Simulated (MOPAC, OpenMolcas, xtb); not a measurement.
## How methods differ on CH5BO (SMILES BCO)

CH5BO: 8 atoms, total charge 0, spin state singlet. SMILES: `BCO`. The coordinates come from a GFN2-xTB relaxation. This is one conformer, not always the lowest.

```
atom    x (Å)    y (Å)    z (Å)
   B  -0.6297   0.4930  -0.6915
   C   0.3757   0.1198   0.4442
   O   0.8990  -1.2018   0.4957
   H  -1.0518  -0.3221  -1.4159
   H  -0.9835   1.6019  -0.7744
   H  -0.1290   0.3326   1.4067
   H   1.2513   0.7798   0.4461
   H   0.2681  -1.8033   0.0891
```

Each level gives the dipole moment (D). The values are calculated.

| level | kind | program | value (D) |
| --- | --- | --- | --- |
| GFN2-xTB | semi-empirical | xtb | 1.51 |
| PM6 | semi-empirical | MOPAC | 1.87 |
| PM7 | semi-empirical | MOPAC | 1.88 |
| GFN0-xTB | semi-empirical | xtb | 1.41 |
| HF/STO-3G | Hartree–Fock | OpenMolcas | 1.36 |
| HF/3-21G | Hartree–Fock | OpenMolcas | 1.91 |
| HF/def2-SVP | Hartree–Fock | OpenMolcas | 1.67 |
| HF/aug-cc-pVDZ | Hartree–Fock | OpenMolcas | 1.59 |
| HF/def2-TZVP | Hartree–Fock | OpenMolcas | 1.60 |
| BLYP/aug-cc-pVDZ | GGA | OpenMolcas | 1.23 |

The values span 1.23 to 1.91 D. Sets without polarisation functions give poor dipoles.
